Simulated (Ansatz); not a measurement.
# CH8BN: the cost of one run

All numbers below are computed with Ansatz 0.2.0 (RHF/def2-SVP).

## 1. Starting point

Bond lengths: B1–C3 1.600 Å, C3–H4 1.110 Å, C3–H5 1.110 Å, C3–H6 1.110 Å, B1–H7 1.190 Å, B1–N8 1.850 Å, N8–H9 1.060 Å, N8–H10 1.060 Å. Angles: B1–C3–H4 109.5°, B1–C3–H5 109.5°, B1–C3–H6 109.5°, H4–C3–H5 109.4°, H4–C3–H6 109.4°, H5–C3–H6 109.4°, C3–B1–H7 120.0°, C3–B1–N8 96.8°, H7–B1–N8 101.3°, B1–N8–H9 120.0°, B1–N8–H10 120.0°, H9–N8–H10 120.0°.

Structure file:

```xyz
11

B     0.0000    0.0000    0.0000
H     0.0000    0.0000    1.5400
C     1.3856    0.0000   -0.8000
H     1.7152   -1.0462   -0.9702
H     1.2491    0.5080   -1.7774
H     2.1552    0.5381   -0.2082
H    -1.0305    0.0000   -0.5950
N     0.0829    1.7537    0.5833
H     0.4765    1.9752    1.5423
H    -0.2631    2.5370   -0.0414
H     0.0424    0.8968    1.5631
```

## 2. Pulling towards end A

Springs on the bonds that form and break draw the guess towards this end; the thresholds are loose.

The input, input.yaml:

```yaml
crystal:
  periodic: [false, false, false]
  atoms:
    - { symbol: B, position_ang: [0.0, 0.0, 0.0] }
    - { symbol: H, position_ang: [0.0, 0.0, 1.54] }
    - { symbol: C, position_ang: [1.3856, 0.0, -0.8] }
    - { symbol: H, position_ang: [1.7152, -1.0462, -0.9702] }
    - { symbol: H, position_ang: [1.2491, 0.508, -1.7774] }
    - { symbol: H, position_ang: [2.1552, 0.5381, -0.2082] }
    - { symbol: H, position_ang: [-1.0305, 0.0, -0.595] }
    - { symbol: "N", position_ang: [0.0829, 1.7537, 0.5833] }
    - { symbol: H, position_ang: [0.4765, 1.9752, 1.5423] }
    - { symbol: H, position_ang: [-0.2631, 2.537, -0.0414] }
    - { symbol: H, position_ang: [0.0424, 0.8968, 1.5631] }
basis:
  gaussian: { orbitals: def2-SVP }
hamiltonian:
  xc: hf
relax:
  f_tol: 0.15
  max_steps: 25
  restrain:
    - { distance: [0, 7], at: 2.75, k: 30.0 }
    - { distance: [10, 1], at: 1.86, k: 30.0 }
    - { distance: [0, 1], at: 1.19, k: 30.0 }
    - { distance: [10, 7], at: 1.06, k: 30.0 }
```

Command:

```console
$ ansatz run input.yaml --threads 1 --pin off --max-ram 2048MiB --backend cpu --events-out ev --progress --plain --runs-dir out
```

**Question.** How long does this run take on 1 thread of AMD EPYC 9R45 (Zen 5), shared host, and how much memory does it need?

About 8.7 s, with a peak of 0.15 GiB.
